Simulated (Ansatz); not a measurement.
Density of states of Ba$_{2}$ZrS$_{4}$ (I4/mmm, a = 4.883 Å, b = 4.883 Å, c = 15.438 Å, α = 90.00°, β = 90.00°, γ = 90.00°), in states per eV and primitive cell, averaged over bins of 0.4 eV. Theory: DFT LDA, scalar-relativistic, plane waves, PAW in Ansatz 0.2.0.

Settings: cutoff 420 eV, Γ-centred mesh 10×10×10 on the computed 7-atom cell, Gaussian smearing of 0.02 eV; no spin polarisation.

The cell is relaxed at this level. The states (both spins) are summed by tetrahedra on a 15×15×15 mesh at the self-consistent density. Energies are bin centres; the table starts no lower than −8 eV and ends at 6 eV, or lower where the solved bands end.

The gap is 0.39 eV at this level, with the zero inside it.

```csv
E − E_F (eV),total,S 3p,Zr 4d,Ba 6s,S 3s
-4.75,0.88,0.61,0.11,0.00,0.02
-4.35,2.28,1.53,0.45,0.04,0.03
-3.95,2.67,1.80,0.61,0.07,0.03
-3.55,5.16,3.61,1.06,0.22,0.05
-3.15,6.79,5.13,1.12,0.13,0.05
-2.75,4.73,3.65,0.69,0.06,0.06
-2.35,6.64,5.01,1.05,0.06,0.12
-1.95,4.31,3.51,0.43,0.07,0.04
-1.55,8.78,7.60,0.37,0.20,0.07
-1.15,5.85,5.28,0.14,0.08,0.06
-0.75,6.82,6.34,0.10,0.05,0.03
-0.35,5.11,4.79,0.05,0.07,0.01
0.05,0.01,0.00,0.00,0.00,0.00
0.45,0.20,0.02,0.16,0.00,0.00
0.85,0.30,0.05,0.22,0.00,0.00
1.25,0.71,0.13,0.47,0.00,0.00
1.65,2.33,0.45,1.47,0.02,0.00
2.05,3.72,0.73,2.36,0.09,0.02
2.45,2.76,0.47,1.55,0.10,0.02
2.85,4.11,0.68,2.15,0.16,0.03
3.25,2.78,0.34,1.02,0.10,0.05
3.65,2.95,0.17,0.71,0.15,0.20
4.05,5.29,0.33,0.76,0.60,0.24
4.45,6.09,0.41,0.83,0.49,0.18
4.85,9.97,0.55,1.03,0.66,0.21
5.25,9.36,0.53,0.84,0.61,0.20
5.65,9.65,0.52,0.61,0.47,0.15
```

The columns after the total are the main Löwdin projections on the occupied valence shells of the potentials; 5 others are left out. The rest of the total lies in those, in shells that are empty in the free atom, which aren't projected, and between the atoms.

Spin-orbit coupling is left out, which matters for the bands of heavy elements.

Whether Ba2ZrS4 exists in this form wasn't checked.

Cost: 1 run of about 3.8 core-minutes, on Intel Xeon Platinum 8375C (Ice Lake) (shared hosts).